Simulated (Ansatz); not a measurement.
Geometry optimisation, RKS PBE0-D4/def2-SVP (Ansatz).

input.yaml

```yaml
crystal:
  periodic: [false, false, false]
  atoms:
    - { symbol: Al, position_ang: [0.23483, 0.000506, -0.12494] }
    - { symbol: Cl, position_ang: [0.820095, 0.004501, 1.971726] }
    - { symbol: H, position_ang: [1.744037, -0.006545, -0.479725] }
    - { symbol: C, position_ang: [-1.542645, 0.00195, -0.884864] }
    - { symbol: H, position_ang: [-2.084745, -0.912607, -0.588868] }
    - { symbol: H, position_ang: [-2.123772, 0.858177, -0.502467] }
    - { symbol: H, position_ang: [-1.5365, 0.054018, -1.982361] }
basis:
  gaussian: { orbitals: def2-SVP }
hamiltonian:
  xc: pbe0
  dispersion: d4
relax:
  f_tol: 0.03
  max_steps: 50
```

Command:

```bash
$ ansatz run input.yaml --threads 1 --pin off --max-ram 2048MiB --backend cpu --events-out ev --progress --plain --runs-dir out
```

**Question.** Where does it end, and by what steps?

**Answer.** It converged. After 4 steps the energy has fallen by 0.464 eV; H3 moved furthest, 0.39 Å.

```json
{"step": "0", "energy less start (eV)": "0.0000", "largest force component (eV/Å)": "1.436", "accepted": "yes"}
{"step": "1", "energy less start (eV)": "-0.3449", "largest force component (eV/Å)": "0.664", "accepted": "yes"}
{"step": "2", "energy less start (eV)": "-0.4529", "largest force component (eV/Å)": "0.579", "accepted": "yes"}
{"step": "3", "energy less start (eV)": "-0.4594", "largest force component (eV/Å)": "0.256", "accepted": "yes"}
{"step": "4", "energy less start (eV)": "-0.4639", "largest force component (eV/Å)": "0.016", "accepted": "yes"}
```

```xyz
7
Properties=species:S:1:pos:R:3
Al 0.314 0.001 -0.043
Cl 0.509 0.006 2.063
H 1.669 -0.008 -0.858
C -1.466 0.002 -0.823
H -2.021 -0.910 -0.546
H -2.064 0.855 -0.460
H -1.431 0.054 -1.924
```

Whether the end is a true minimum wasn't checked by a vibrational analysis.

Run time: 13 s on 1 thread of Arm Neoverse V1, with other jobs on the host, peak memory 0.14 GiB.
